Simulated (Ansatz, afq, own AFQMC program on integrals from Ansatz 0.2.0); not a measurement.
# AlH3F (doublet): quantum Monte Carlo beside coupled cluster at distance Al1–H4 along a hydrogen transfer = 1.906 Å, cc-pVTZ

How near does AFQMC come to the top of the ladder for AlH3F (doublet)?

Program: Ansatz 0.2.0, Gaussian basis, and an in-house AFQMC program (afq) on its integrals; all values are calculated. Level of theory: cc-pVTZ, frozen cores. These are calculated values, not measurements.

To be run: PBE (unrestricted); r2SCAN (unrestricted); PBE0 (unrestricted); B3LYP (unrestricted); CCSD(T) on UHF; wB97M-V (unrestricted); B2PLYP (unrestricted); Phaseless AFQMC, CISD trial on UHF; Phaseless AFQMC, single-determinant trial on UHF.

### Step 1. What is computed

The geometry derives from fragments relaxed apart (PBE0/def2-TZVP) and kept rigid, so it is no stationary point. A hydrogen atom is moved between rigid fragments.

5 atoms, charge 0, spin multiplicity 2.

Atoms are counted from 1 here; the program's logs count them from 0.

Bond lengths: Al1–H2 1.586 Å, Al1–H3 1.586 Å, Al1–H4 1.906 Å, H4–F5 0.900 Å. Angles: H2–Al1–H3 120.0°, H2–Al1–H4 120.0°, H3–Al1–H4 120.0°, Al1–H4–F5 180.0°.

### Step 2. PBE (unrestricted)

File in.yaml:

```yaml
crystal:
  periodic: [false, false, false]
  atoms:
    - {symbol: Al, position_ang: [-1.094451, 0.000000, 0.000000]}
    - {symbol: H, position_ang: [-1.887375, 1.373384, 0.000000]}
    - {symbol: H, position_ang: [-1.887375, -1.373384, 0.000000]}
    - {symbol: H, position_ang: [0.811549, 0.000000, 0.000000]}
    - {symbol: F, position_ang: [1.711549, 0.000000, 0.000000]}
basis:
  gaussian: {orbitals: cc-pVTZ}
magnetization: {spin_polarized: true, initial_magnetization: 1}
hamiltonian: {xc: {name: PBE}}
output: {orbitals: {seedname: orbitals}}
```

Started as:

```console
ansatz run in.yaml --threads 1 --pin off --events-out ev --progress --plain --max-ram 5632MiB --backend cpu
```

What it wrote:

```text
Functional definition: PBE
  name "PBE"
  cite "Perdew, Burke & Ernzerhof, Phys. Rev. Lett. 77, 3865 (1996) doi:10.1103/PhysRevLett.77.3865"
  parent pbe
  parameter kappa = 0.804
  parameter beta = 0.06672455060314922
  exchange = pbe_x(kappa = kappa, mu = beta*pi^2/3)
  correlation = pbe_c(beta = beta)
599 factors; their error is unknown
mean field evaluation 1: about -9352.7133 eV, gradient 2.7e1 eV
mean field evaluation 2: about -9344.7837 eV, gradient 5.9e1 eV
mean field evaluation 4: about -9355.1812 eV, gradient 1.5e0 eV
mean field evaluation 8: about -9355.1822 eV, gradient 1.4e-2 eV
mean field -9355.18215691 eV, -343.7966030963 hartree, gradient 4.2e-5 eV, S^2 0.751725; 0 other end points of the search recorded, 0 dependent functions left out
reference -9355.18220209 eV, -343.7966047567 hartree; 13, 12 occupied and 93, 94 virtual orbitals, 599 factors
Total energy: -9355.18220209 eV, -343.7966047567 hartree
```

Wall time 1.4 s (1 thread of AMD EPYC 7R13 (Zen 3), shared host); peak memory 1.9 GiB.

From the report: ⟨S²⟩ of the determinant 0.752 (pure doublet: 0.75).

### Step 3. r2SCAN (unrestricted)

in.yaml: that of step 2 with these lines changed.

```diff
@@ -11,3 +11,2 @@
 magnetization: {spin_polarized: true, initial_magnetization: 1}
-hamiltonian: {xc: {name: PBE}}
-output: {orbitals: {seedname: orbitals}}
+hamiltonian: {xc: {name: r2SCAN}}
```

Same command.

What it wrote:

```text
Functional definition: r2SCAN
  name "r2SCAN"
  cite "Furness, Kaplan, Ning, Perdew & Sun, J. Phys. Chem. Lett. 11, 8208 (2020) doi:10.1021/acs.jpclett.0c02405"
  cite "Furness, Kaplan, Ning, Perdew & Sun, J. Phys. Chem. Lett. 11, 9248 (2020) doi:10.1021/acs.jpclett.0c03077"
  parent r2scan
  parameter k0 = 0.174
  parameter k1 = 0.065
  parameter a1 = 4.9479
  exchange = r2scan_x(k0 = k0, k1 = k1, a1 = a1)
  correlation = r2scan_c
599 factors; their error is unknown
mean field evaluation 1: about -9357.7407 eV, gradient 2.5e1 eV
mean field evaluation 2: about -9353.8499 eV, gradient 4.6e1 eV
mean field evaluation 4: about -9359.8043 eV, gradient 7.4e-1 eV
mean field evaluation 8: about -9359.7939 eV, gradient 2.7e-2 eV
mean field -9359.79385771 eV, -343.9660799749 hartree, gradient 6.5e-5 eV, S^2 0.753950; 0 other end points of the search recorded, 0 dependent functions left out
reference -9359.79387489 eV, -343.9660806060 hartree; 13, 12 occupied and 93, 94 virtual orbitals, 599 factors
Total energy: -9359.79387489 eV, -343.9660806060 hartree
```

Wall time 2.9 s (1 thread of AMD EPYC 7R13 (Zen 3), shared host); peak memory 1.9 GiB.

From the report: ⟨S²⟩ of the determinant 0.754 (pure doublet: 0.75).

### Step 4. PBE0 (unrestricted)

in.yaml: that of step 3 with these lines changed.

```diff
@@ -11,2 +11,3 @@
 magnetization: {spin_polarized: true, initial_magnetization: 1}
-hamiltonian: {xc: {name: r2SCAN}}
+hamiltonian: {xc: {name: PBE0}}
+output: {orbitals: {seedname: orbitals}}
```

The command is unchanged.

What it wrote:

```text
Functional definition: PBE0
  name "PBE0"
  cite "Adamo & Barone, J. Chem. Phys. 110, 6158 (1999) doi:10.1063/1.478522"
  cite "Perdew, Burke & Ernzerhof, Phys. Rev. Lett. 77, 3865 (1996) doi:10.1103/PhysRevLett.77.3865"
  parent pbe
  parameter a = 0.25
  parameter kappa = 0.804
  parameter beta = 0.06672455060314922
  exchange = (1 - a)*pbe_x(kappa = kappa, mu = beta*pi^2/3) + a*exact_x
  correlation = pbe_c(beta = beta)
611 factors; their error is unknown
mean field evaluation 1: about -9354.1259 eV, gradient 2.3e1 eV
mean field evaluation 2: about -9352.5258 eV, gradient 3.5e1 eV
mean field evaluation 4: about -9355.8657 eV, gradient 3.8e-1 eV
mean field evaluation 8: about -9355.8853 eV, gradient 5.0e-3 eV
mean field -9355.88530587 eV, -343.8224433439 hartree, gradient 2.7e-5 eV, S^2 0.752487; 0 other end points of the search recorded, 0 dependent functions left out
reference -9355.88533990 eV, -343.8224445946 hartree; 13, 12 occupied and 93, 94 virtual orbitals, 611 factors
Total energy: -9355.88533990 eV, -343.8224445946 hartree
```

It took 1.5 s on 1 thread of AMD EPYC 7R13 (Zen 3), shared host; peak memory 1.9 GiB.

From the report: ⟨S²⟩ of the determinant 0.752 (pure doublet: 0.75).

### Step 5. B3LYP (unrestricted)

in.yaml: that of step 4 with these lines changed.

```diff
@@ -11,3 +11,2 @@
 magnetization: {spin_polarized: true, initial_magnetization: 1}
-hamiltonian: {xc: {name: PBE0}}
-output: {orbitals: {seedname: orbitals}}
+hamiltonian: {xc: {name: B3LYP}}
```

Same command.

What it wrote (excerpt; [...] marks lines left out):

```text
Functional definition: B3LYP
  name "B3LYP"
  cite "Stephens, Devlin, Chabalowski & Frisch, J. Phys. Chem. 98, 11623 (1994) doi:10.1021/j100096a001"
  cite "Becke, Phys. Rev. A 38, 3098 (1988) doi:10.1103/PhysRevA.38.3098"
  cite "Lee, Yang & Parr, Phys. Rev. B 37, 785 (1988) doi:10.1103/PhysRevB.37.785"
  cite "Vosko, Wilk & Nusair, Can. J. Phys. 58, 1200 (1980) doi:10.1139/p80-159"
[...]
611 factors; their error is unknown
[...]
mean field -9362.50315361 eV, -344.0656447625 hartree, gradient 3.7e-6 eV, S^2 0.752245; 0 other end points of the search recorded, 0 dependent functions left out
reference -9362.50339274 eV, -344.0656535504 hartree; 13, 12 occupied and 93, 94 virtual orbitals, 611 factors
Total energy: -9362.50339274 eV, -344.0656535504 hartree
```

It took 1.6 s on 1 thread of AMD EPYC 7R13 (Zen 3), shared host; peak memory 1.9 GiB.

From the report: ⟨S²⟩ of the determinant 0.752 (pure doublet: 0.75).

### Step 6. CCSD(T) on UHF

in.yaml: that of step 5 with these lines changed.

```diff
@@ -11,2 +11,2 @@
 magnetization: {spin_polarized: true, initial_magnetization: 1}
-hamiltonian: {xc: {name: B3LYP}}
+correlation: {method: ccsd_t, electrons: outside_noble_gas, hamiltonian_folder: ham}
```

Started as:

```console
ansatz run in.yaml --threads 1 --pin off --events-out ev --progress --plain --max-ram 16896MiB --backend cuda --devices 0, --max-vram 18GiB
```

What it wrote (excerpt; [...] marks lines left out):

```text
Functional definition: HF
  name "HF"
  cite "Fock, Z. Phys. 61, 126 (1930) doi:10.1007/BF01340294"
  parent pbe
[...]
639 factors; integrals over basis functions are off by at most 1.4e-3 eV
[...]
mean field -9335.42626918 eV, -343.0705876131 hartree, gradient 2.9e-6 eV, S^2 0.756803; 1 other end points of the search recorded, 0 dependent functions left out
determinant -9335.42626918 eV, -343.0705876131 hartree, with singles and doubles -9345.50716536 eV, -343.4410537145 hartree
determinant -9333.04318683 eV, -342.9830109521 hartree, with singles and doubles -9343.33597609 eV, -343.3612639807 hartree
6 core orbitals not correlated: weight in the atoms' cores, before any rotation towards them, 1.000 or more for the frozen orbitals, at most 0.000 for the correlated occupied ones
reference -9335.42626918 eV, -343.0705876131 hartree; 7, 6 occupied and 93, 94 virtual orbitals, 639 factors
second order -9.46139747 eV of doubles, -0.00000000 eV of singles
cycle   1  -9.99209050 eV  change    -1.2e0 eV  update   2.1e-2
[...]
cycle   9  -10.01871584 eV  change    3.5e-6 eV  update   8.7e-6
perturbative correction -0.24362375 eV, -0.0089530076 hartree
Total energy: -9345.68860877 eV, -343.4477216369 hartree
```

It took 7.5 s on 1 × NVIDIA H100 80GB HBM3 with 1 thread of AMD EPYC 7R13 (Zen 3), shared host; peak host memory 1.9 GiB.

From the report: ⟨S²⟩ of the determinant 0.757 (pure doublet: 0.75); correlation -10.2623 eV; T1 0.013; largest double amplitude 0.03.

This run also writes the integrals to the folder ham.

### Step 7. wB97M-V (unrestricted)

in.yaml: that of step 6 with these lines changed.

```diff
@@ -11,2 +11,3 @@
 magnetization: {spin_polarized: true, initial_magnetization: 1}
-correlation: {method: ccsd_t, electrons: outside_noble_gas, hamiltonian_folder: ham}
+hamiltonian: {xc: {name: wB97M-V}}
+output: {orbitals: {seedname: orbitals}}
```

Started as:

```console
ansatz run in.yaml --threads 1 --pin off --events-out ev --progress --plain --max-ram 5632MiB --backend cpu
```

What it wrote (excerpt; [...] marks lines left out):

```text
Functional definition: wB97M-V
  name "wB97M-V"
  cite "Mardirossian & Head-Gordon, J. Chem. Phys. 144, 214110 (2016) doi:10.1063/1.4952647"
  cite "Becke, J. Chem. Phys. 107, 8554 (1997) doi:10.1063/1.475007"
  cite "Vydrov & Van Voorhis, J. Chem. Phys. 133, 244103 (2010) doi:10.1063/1.3521275"
  # Of w^i u^j: cxij and so on, Table III.
[...]
  gx(w, u) = 1 - cx + cx01*u + cx10*w
  gss(w, u) = css00 + css04*u^4 + css10*w + css20*w^2 + css43*w^4*u^3
  gos(w, u) = cos00 + cos10*w + (cos20 + cos21*u)*w^2 + (cos60 + cos61*u)*w^6
[...]
      + integral(e_c_pw_mod_opposite_spin*gos(b97_w_opposite, b97_u_opposite)) + vv10(b, c)
599 factors; their error is unknown
153 factors; integrals over basis functions are off by at most 3.4e-5 eV
[...]
mean field -9360.06813262 eV, -343.9761593919 hartree, gradient 9.0e-5 eV, S^2 0.751535; 0 other end points of the search recorded, 0 dependent functions left out
reference -9360.06817965 eV, -343.9761611200 hartree; 13, 12 occupied and 93, 94 virtual orbitals, 599 factors
Total energy: -9360.06817965 eV, -343.9761611200 hartree
```

Wall time 5 s (1 thread of AMD EPYC 7R13 (Zen 3), shared host); peak memory 1.9 GiB.

From the report: ⟨S²⟩ of the determinant 0.752 (pure doublet: 0.75).

### Step 8. B2PLYP (unrestricted)

in.yaml: that of step 7 with these lines changed.

```diff
@@ -11,3 +11,3 @@
 magnetization: {spin_polarized: true, initial_magnetization: 1}
-hamiltonian: {xc: {name: wB97M-V}}
-output: {orbitals: {seedname: orbitals}}
+hamiltonian: {xc: {name: B2PLYP}}
+correlation: {electrons: outside_noble_gas}
```

Launched as before.

What it wrote (excerpt; [...] marks lines left out):

```text
Functional definition: B2PLYP
  name "B2PLYP"
  cite "Grimme, J. Chem. Phys. 124, 034108 (2006) doi:10.1063/1.2148954"
  cite "Becke, Phys. Rev. A 38, 3098 (1988) doi:10.1103/PhysRevA.38.3098"
  cite "Lee, Yang & Parr, Phys. Rev. B 37, 785 (1988) doi:10.1103/PhysRevB.37.785"
[...]
639 factors; integrals over basis functions are off by at most 1.4e-3 eV
[...]
mean field -9353.93394184 eV, -343.7507320386 hartree, gradient 6.5e-6 eV, S^2 0.754399; 0 other end points of the search recorded, 0 dependent functions left out
6 core orbitals not correlated: weight in the atoms' cores, before any rotation towards them, 1.000 or more for the frozen orbitals, at most 0.000 for the correlated occupied ones
reference -9353.93409281 eV, -343.7507375864 hartree; 7, 6 occupied and 93, 94 virtual orbitals, 639 factors
second order -11.23117763 eV of doubles, -0.00000000 eV of singles
Total energy: -9356.96651077 eV, -343.8621768910 hartree
```

Run time: 2.3 s. Hardware: 1 thread of AMD EPYC 7R13 (Zen 3), shared host; peak memory 2 GiB.

From the report: ⟨S²⟩ of the determinant 0.754 (pure doublet: 0.75).

### Step 9. Phaseless AFQMC, CISD trial on UHF

It reads the integrals that the CCSD(T) run on this determinant wrote.

Started as:

```console
afq ham --method phaseless --trial cisd --walkers 900 --populations 20 --least-time 60 --time-step 0.005 --steps-per-block 50 --equilibration-blocks 28 --max-blocks 4000 --target-error 0.00021 --factor-cut 1e-05 --start spin_pure --seed 3979 --release-times 0.24,0.51,0.99,1.62,2.4 --release-step 0.03 --release-every 3 --taylor-order 6
```

What it wrote:

```text
orbitals 100  electrons 7 6  factors 632 of 639
reference energy -343.07058761 Eh
CCSD correlation -0.36818101 Eh in 13 cycles, weight of the determinant in the CISD state 0.8958
energy of the start -343.438455 Eh
 block  time / (1/Eh)  mean weight  energy / Eh
     1     0.250  1.0003  -343.437148
     2     0.500  1.0001  -343.439983
     3     0.750  0.9996  -343.444365
     4     1.000  1.0002  -343.445276
     5     1.250  0.9983  -343.444235
     6     1.500  1.0005  -343.447240
     7     1.750  0.9996  -343.446742
     8     2.000  0.9995  -343.449691
     9     2.250  0.9989  -343.448457
    10     2.500  0.9997  -343.448089
    11     2.750  1.0005  -343.450949
    13     3.250  1.0010  -343.448395
    15     3.750  1.0002  -343.447645
    17     4.250  0.9999  -343.449131
    19     4.750  0.9994  -343.446301
    21     5.250  0.9996  -343.447377
    23     5.750  1.0007  -343.447984
    25     6.250  1.0004  -343.449705
    27     6.750  0.9985  -343.449963
    29     7.250  1.0007  -343.447554
    31     7.750  0.9998  -343.449270
    33     8.250  1.0007  -343.448502
    35     8.750  0.9983  -343.450017
    37     9.250  0.9999  -343.448866
    39     9.750  1.0005  -343.447584
    41    10.250  1.0003  -343.447324
    43    10.750  0.9999  -343.450092
    45    11.250  1.0001  -343.449429
    47    11.750  1.0002  -343.448426
    49    12.250  0.9993  -343.448277
    51    12.750  1.0000  -343.450133
    53    13.250  1.0008  -343.449283
    55    13.750  0.9983  -343.448506
    57    14.250  1.0002  -343.449202
    59    14.750  1.0015  -343.447183
    61    15.250  1.0001  -343.447735
    63    15.750  0.9996  -343.449698
    65    16.250  0.9999  -343.450879
    67    16.750  1.0006  -343.449633
    69    17.250  1.0007  -343.447964
    71    17.750  1.0003  -343.447091
    73    18.250  0.9985  -343.448209
    75    18.750  0.9992  -343.447319
    77    19.250  0.9996  -343.450157
    79    19.750  0.9997  -343.449193
    81    20.250  0.9998  -343.450069
    83    20.750  0.9996  -343.450298
    85    21.250  1.0002  -343.449035
    87    21.750  1.0003  -343.452168
    89    22.250  0.9994  -343.449500
    91    22.750  0.9997  -343.451032
    93    23.250  1.0008  -343.448615
    95    23.750  1.0002  -343.448519
    97    24.250  1.0003  -343.449576
error from the spread of 20 populations
released: time / (1/Eh)  energy / Eh  error  mean overlap
  0.24  -343.448501  0.000226  0.9975
  0.51  -343.448455  0.000222  0.9962
  0.99  -343.448478  0.000260  0.9943
  1.62  -343.449263  0.000273  0.9749
  2.40  -343.448442  0.000439  0.9797
energy -343.448646 +/- 0.000188 Eh
```

Wall time 2.3 min (1 × NVIDIA H100 80GB HBM3 with 2 threads of AMD EPYC 7R13 (Zen 3), shared host); peak host memory 2 GiB.

Energy -9345.7138 ± 0.0051 eV. Caveats: constraint bias not in the error.

### Step 10. Phaseless AFQMC, single-determinant trial on UHF

It reads the integrals that the CCSD(T) run on this determinant wrote.

Started as:

```console
afq ham --method phaseless --trial hf --walkers 900 --populations 10 --least-time 40 --time-step 0.005 --steps-per-block 20 --equilibration-blocks 112 --max-blocks 4000 --target-error 0.0010500000000000002 --factor-cut 1e-05 --start spin_pure --seed 7506 --taylor-order 6
```

What it wrote:

```text
orbitals 100  electrons 7 6  factors 632 of 639
reference energy -343.07058761 Eh
CCSD correlation -0.36818101 Eh in 13 cycles, weight of the determinant in the CISD state 0.8958
energy of the start -343.070750 Eh
 block  time / (1/Eh)  mean weight  energy / Eh
     1     0.100  1.0023  -343.229804
     2     0.200  1.0034  -343.290420
     3     0.300  1.0026  -343.327259
     4     0.400  1.0038  -343.356123
     5     0.500  1.0020  -343.380923
     6     0.600  1.0016  -343.403265
     7     0.700  1.0000  -343.398186
     8     0.800  1.0021  -343.400884
     9     0.900  1.0008  -343.404892
    10     1.000  1.0016  -343.420487
    11     1.100  0.9995  -343.411241
    21     2.100  1.0008  -343.439870
    31     3.100  0.9991  -343.453751
    41     4.100  0.9994  -343.450192
    51     5.100  0.9989  -343.444415
    61     6.100  1.0001  -343.446797
    71     7.100  1.0011  -343.449116
    81     8.100  1.0001  -343.449373
    91     9.100  1.0008  -343.476566
   101    10.100  0.9985  -343.437562
   111    11.100  1.0007  -343.439769
   121    12.100  0.9994  -343.444672
   131    13.100  0.9996  -343.470855
   141    14.100  1.0006  -343.457644
   151    15.100  0.9980  -343.441666
   161    16.100  1.0012  -343.454022
   171    17.100  1.0000  -343.455989
   181    18.100  0.9989  -343.452773
   191    19.100  1.0006  -343.450126
   201    20.100  0.9996  -343.445165
   211    21.100  0.9995  -343.466495
   221    22.100  0.9985  -343.439338
   231    23.100  1.0000  -343.446970
   241    24.100  1.0000  -343.440266
   251    25.100  1.0005  -343.452125
   261    26.100  1.0005  -343.451346
   271    27.100  1.0005  -343.449892
   281    28.100  1.0005  -343.436218
   291    29.100  0.9990  -343.437476
   301    30.100  0.9989  -343.446172
   311    31.100  0.9999  -343.439481
   321    32.100  1.0006  -343.448814
   331    33.100  0.9995  -343.444790
   341    34.100  1.0004  -343.439981
   351    35.100  0.9998  -343.453411
   361    36.100  1.0004  -343.460138
   371    37.100  0.9992  -343.460219
   381    38.100  1.0003  -343.440057
   391    39.100  1.0015  -343.433719
   401    40.100  1.0000  -343.457404
error from the spread of 10 populations
energy -343.448262 +/- 0.001002 Eh
```

Wall time 74 s (1 × NVIDIA H100 80GB HBM3 with 2 threads of AMD EPYC 7R13 (Zen 3), shared host); peak host memory 2 GiB.

Energy -9345.7033 ± 0.0273 eV. Caveats: constraint bias not in the error.

### Step 11. AFQMC on the ladder

On the UHF determinant, counted from CCSD(T) (a yardstick, not exact):

```tsv
level	energy (eV)	from CCSD(T) (kJ/mol)	statistical error (kJ/mol)	time
HF	-9335.4263	+990.2		
MP2	-9344.8877	+77.3		
CCSD	-9345.4450	+23.5		
CCSD(T)	-9345.6886	0.0		
Phaseless AFQMC, CISD trial, step 0.005, 900 walkers	-9345.7138	-2.4	0.5	2.3 min
Phaseless AFQMC, single-determinant trial, step 0.005, 900 walkers	-9345.7033	-1.4	2.6	74 s
```

The functionals' totals stand on their own zeros and serve differences with other points: PBE -9355.182 eV; r2SCAN -9359.794 eV; PBE0 -9355.885 eV; B3LYP -9362.503 eV; wB97M-V -9360.068 eV; B2PLYP -9356.967 eV.

### Step 12. Outcome

```
                                                     quantity              value
              Phaseless AFQMC, CISD trial on UHF from CCSD(T)  -2.4 ± 0.5 kJ/mol
Phaseless AFQMC, single-determinant trial on UHF from CCSD(T)  -1.4 ± 2.6 kJ/mol
```

**Reading.** On UHF the phaseless walk with the CISD trial lies -2.4 kJ/mol from CCSD(T), 5 times its error bar. Error bars are statistical and leave out the constraint, the time step and what remains of the start.
